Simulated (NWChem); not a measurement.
Program: NWChem. System: hydrazine (H₄N₂), charge 0, spin multiplicity 1, at a geometry optimised with B3LYP/def2-SVP. Level: LDA (SVWN5)/def2-TZVP.

Output (cleaned and shortened):

```
             Northwest Computational Chemistry Package (NWChem) 7.3.0
             --------------------------------------------------------

                                NWChem Input Module
                                -------------------

 Scaling coordinates for geometry "geometry" by  1.889725989
 (inverse scale =  0.529177249)

 Turning off AUTOSYM since
 SYMMETRY directive was detected!

                             Geometry "geometry" -> ""
                             -------------------------

 Output coordinates in angstroms (scale by  1.889725989 to convert to a.u.)

  No.       Tag          Charge          X              Y              Z
 ---- ---------------- ---------- -------------- -------------- --------------
    1 N                    7.0000     0.17931000    -0.68645500     0.07568500
    2 N                    7.0000    -0.17931000     0.68645500     0.07568500
    3 H                    1.0000    -0.64823400    -1.23497100     0.30703400
    4 H                    1.0000     0.51008900    -1.01273800    -0.83682800
    5 H                    1.0000     0.64823400     1.23497100     0.30703400
    6 H                    1.0000    -0.51008900     1.01273800    -0.83682800

 Effective nuclear repulsion energy (a.u.)      41.5994383118

            Nuclear Dipole moment (a.u.)
            ----------------------------
        X                 Y               Z
 ---------------- ---------------- ----------------
     0.0000000000    -0.0000000000     0.0000037795

      Symmetry information
      --------------------

 Group name             C2
 Group number              4
 Group order               2
 No. of unique centers     3

      Symmetry unique atoms

     1    3    4


 Summary of "ao basis" -> "" (spherical)
 ------------------------------------------------------------------------------
       Tag                 Description            Shells   Functions and Types
 ---------------- ------------------------------  ------  ---------------------
 *                         def2-tzvp                  on all atoms

                                 NWChem DFT Module
                                 -----------------

 Summary of "ao basis" -> "ao basis" (spherical)
 ------------------------------------------------------------------------------
       Tag                 Description            Shells   Functions and Types
 ---------------- ------------------------------  ------  ---------------------
[...]
 Vector    8  Occ=2.000000D+00  E=-2.099306D-01  Symmetry=b
              MO Center= -5.2D-13,  1.1D-12,  1.3D-01, r^2= 1.6D+00
   Bfn.  Coefficient  Atom+Function         Bfn.  Coefficient  Atom+Function
  ----- ------------  ---------------      ----- ------------  ---------------
     8      0.253734  1 N  pz                39     -0.253734  2 N  pz
    14      0.209359  1 N  pz                45     -0.209359  2 N  pz
    11      0.192444  1 N  pz                42     -0.192444  2 N  pz
     4      0.165782  1 N  s                 35     -0.165782  2 N  s
    12      0.164356  1 N  px                43      0.164356  2 N  px

 Vector    9  Occ=2.000000D+00  E=-2.092907D-01  Symmetry=a
              MO Center=  5.2D-13, -1.1D-12,  1.6D-01, r^2= 1.6D+00
   Bfn.  Coefficient  Atom+Function         Bfn.  Coefficient  Atom+Function
  ----- ------------  ---------------      ----- ------------  ---------------
     6      0.260771  1 N  px                37     -0.260771  2 N  px
    12      0.213415  1 N  px                43     -0.213415  2 N  px
     9      0.198841  1 N  px                40     -0.198841  2 N  px
     8      0.149007  1 N  pz                39      0.149007  2 N  pz
    14      0.143999  1 N  pz                45      0.143999  2 N  pz

 Vector   10  Occ=0.000000D+00  E= 2.590017D-03  Symmetry=a
              MO Center= -1.3D-15,  2.2D-15, -8.0D-01, r^2= 4.8D+00
   Bfn.  Coefficient  Atom+Function         Bfn.  Coefficient  Atom+Function
  ----- ------------  ---------------      ----- ------------  ---------------
     5      1.087534  1 N  s                 36      1.087534  2 N  s
    71     -0.974822  4 H  s                 83     -0.974822  6 H  s
    65     -0.604669  3 H  s                 77     -0.604669  5 H  s
    13     -0.265552  1 N  py                44      0.265552  2 N  py
    14     -0.207709  1 N  pz                45     -0.207709  2 N  pz

 Vector   11  Occ=0.000000D+00  E= 3.300036D-02  Symmetry=b
              MO Center=  1.0D-14,  1.6D-14, -1.9D-01, r^2= 5.8D+00
   Bfn.  Coefficient  Atom+Function         Bfn.  Coefficient  Atom+Function
  ----- ------------  ---------------      ----- ------------  ---------------
     5      1.791191  1 N  s                 36     -1.791191  2 N  s
    65     -0.950514  3 H  s                 77      0.950514  5 H  s
    71     -0.820788  4 H  s                 83      0.820788  6 H  s
    12     -0.292235  1 N  px                43     -0.292235  2 N  px
    13      0.220254  1 N  py                44      0.220254  2 N  py

 Vector   12  Occ=0.000000D+00  E= 7.486268D-02  Symmetry=a
              MO Center=  1.1D-13,  3.5D-13, -8.5D-02, r^2= 5.6D+00
   Bfn.  Coefficient  Atom+Function         Bfn.  Coefficient  Atom+Function
  ----- ------------  ---------------      ----- ------------  ---------------
    65      1.351940  3 H  s                 77      1.351940  5 H  s
    71     -0.946672  4 H  s                 83     -0.946672  6 H  s
    12      0.605979  1 N  px                43     -0.605979  2 N  px
    14     -0.344291  1 N  pz                45     -0.344291  2 N  pz
     5     -0.243288  1 N  s                 36     -0.243288  2 N  s

 center of mass
 --------------
 x =   0.00000000 y =   0.00000000 z =   0.06203830

 moments of inertia (a.u.)
 ------------------
          71.656986567558          10.266293037381           0.000000000000
          10.266293037381          14.281876411801           0.000000000000
           0.000000000000           0.000000000000          73.601312092463

     Multipole analysis of the density
     ---------------------------------

     L   x y z        total         alpha         beta         nuclear
     -   - - -        -----         -----         ----         -------
     0   0 0 0     -0.000000     -9.000000     -9.000000     18.000000

     1   1 0 0     -0.000000     -0.000000     -0.000000      0.000000
     1   0 1 0     -0.000000     -0.000000     -0.000000     -0.000000
     1   0 0 1     -0.824251     -0.412128     -0.412128      0.000004

     2   2 0 0    -10.383236     -8.425083     -8.425083      6.466931
     2   1 1 0      1.858987      2.992333      2.992333     -4.125679
     2   1 0 1      0.000000      0.000000      0.000000      0.000000
     2   0 2 0     -8.715347    -25.246025    -25.246025     41.776702
     2   0 1 1     -0.000000     -0.000000     -0.000000      0.000000
     2   0 0 2     -9.933185     -7.947176     -7.947176      5.961167

 Task  times  cpu:        1.8s     wall:        1.8s

 Total times  cpu:        1.9s     wall:        1.9s
```

Question: Write an NWChem input that would produce this output.

Answer: One answer among several that fit: 
```
start mol
memory heap 200 mb stack 900 mb global 1100 mb
geometry units angstroms nocenter noautoz
  N      0.179310    -0.686455     0.075685
  N     -0.179310     0.686455     0.075685
  H     -0.648234    -1.234971     0.307034
  H      0.510089    -1.012738    -0.836828
  H      0.648234     1.234971     0.307034
  H     -0.510089     1.012738    -0.836828
  symmetry group C2
end
basis spherical
  * library def2-tzvp
end
dft
  xc slater vwn_5
  semidirect memsize 60000000 filesize 0
  iterations 100
end
task dft energy
```
